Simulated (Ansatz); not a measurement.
**BNH (quartet): the correlation ladder at scale of all distances = 2.018, 6-31G**

How much of the correlation energy of BNH (quartet) does each wave-function method recover here?

Method: 6-31G, core rule «outside noble gas», up to 2 orbitals frozen; program: Ansatz 0.2.0, Gaussian basis.

The runs, in order: UHF; CCSD(T) on ROHF; CCSD(T) on UHF; BCCD(T) on ROHF; CISD as a restricted active space (open shells left free, so some higher excitations enter); CCSDT(Q) on ROHF; CCSDT(Q) on UHF; CCSDTQ on ROHF; CASSCF and MRCISD+Q, 5 electrons in 5 orbitals; CASSCF and NEVPT2, 5 electrons in 5 orbitals; CASSCF and MRCISD+Q, 9 electrons in 9 orbitals; CASSCF and NEVPT4(SD), 9 electrons in 9 orbitals; CASSCF and NEVPT2, 9 electrons in 9 orbitals; Full CI.

16 further runs of the same task are left out: 8 that didn't finish, 8 set aside as unsound or not needed. Runs told in other sessions of the task aren't counted.

**1. What is computed**

The geometry derives from a PBE0/def2-TZVP stationary point (not a proven minimum). All distances are scaled together.

3 atoms, charge 0, spin multiplicity 4.

Atoms are counted from 1 here; the program's logs count them from 0.

No contacts short enough for the rule that draws bonds.

**2. UHF**

in.yaml reads:

```yaml
crystal:
  periodic: [false, false, false]
  atoms:
    - {symbol: B, position_ang: [0.000000, -0.373788, 1.559853]}
    - {symbol: N, position_ang: [0.000000, 0.176426, -1.422728]}
    - {symbol: H, position_ang: [0.000000, 1.557507, 3.040018]}
basis:
  gaussian: {orbitals: 6-31G}
magnetization: {spin_polarized: true, initial_magnetization: 3}
hamiltonian: {xc: hf}
output: {orbitals: {seedname: orbitals}}
```

Run with:

```console
ansatz run in.yaml --threads 1 --pin off --events-out ev --progress --plain --max-ram 2393MiB
```

After this run come: CCSD(T) on ROHF; CCSD(T) on UHF; BCCD(T) on ROHF; CISD as a restricted active space (open shells left free, so some higher excitations enter); CCSDT(Q) on ROHF; CCSDT(Q) on UHF; CCSDTQ on ROHF; CASSCF and MRCISD+Q, 5 electrons in 5 orbitals; CASSCF and NEVPT2, 5 electrons in 5 orbitals; CASSCF and MRCISD+Q, 9 electrons in 9 orbitals; CASSCF and NEVPT4(SD), 9 electrons in 9 orbitals; CASSCF and NEVPT2, 9 electrons in 9 orbitals; Full CI.

Before running them: what should the planned runs give, taken together? Wanted: FCI from the RHF energy; RMP2 from FCI; UMP2 from FCI; RCCSD from FCI; RCCSD(T) from FCI; UCCSD(T) from FCI; RCCSDT(Q) from FCI; UCCSDT(Q) from FCI; NEVPT2 pair from FCI.

The runs gave:

| quantity | value |
| --- | --- |
| FCI from the ROHF energy | -3.8983 eV |
| RMP2 from FCI | +1555.1 meV |
| UMP2 from FCI | +1268.6 meV |
| RCCSD from FCI | +74.5 meV |
| RCCSD(T) from FCI | +12.2 meV |
| UCCSD(T) from FCI | +24.8 meV |
| RCCSDT(Q) from FCI | +0.3 meV |
| UCCSDT(Q) from FCI | -5.0 meV |
| NEVPT2 pair from FCI | +863.8 meV |
| NEVPT2 valence from FCI | +437.8 meV |
| NEVPT4(SD) valence from FCI | +56.8 meV |
| levels within 1 kcal/mol (43 meV) | RCCSD(T), UCCSD(T), BCCD(T), RCCSDT, UCCSDT, RCCSDT(Q), UCCSDT(Q), RCCSDTQ, MRCISD valence, MRCISD+Q valence |
| T1 diagnostic | 0.041 |
| effectively unpaired electrons | 3.56 |

RCCSD(T) misses by +12.2 meV, 0.3 % of the correlation energy. UCCSDT, UCCSDT(Q) fall below full CI: unrestricted runs freeze a spin-polarised core, another one than full CI's, and coupled cluster isn't variational. The occupations show static correlation (3.56 effectively unpaired electrons where one determinant has 3). Of the multireference levels listed MRCISD+Q valence comes nearest in total energy (+3.3 meV), which doesn't show that its space is the better one. These misses are within one basis, not against nature; the frozen cores of restricted and unrestricted runs differ, which can shift their rows.

Levels on UHF freeze UHF's core orbitals, full CI those of ROHF, so the U rows can settle a little off it for that reason alone.

With open shells the CI space here admits some higher excitations, so it is larger than plain CISD.
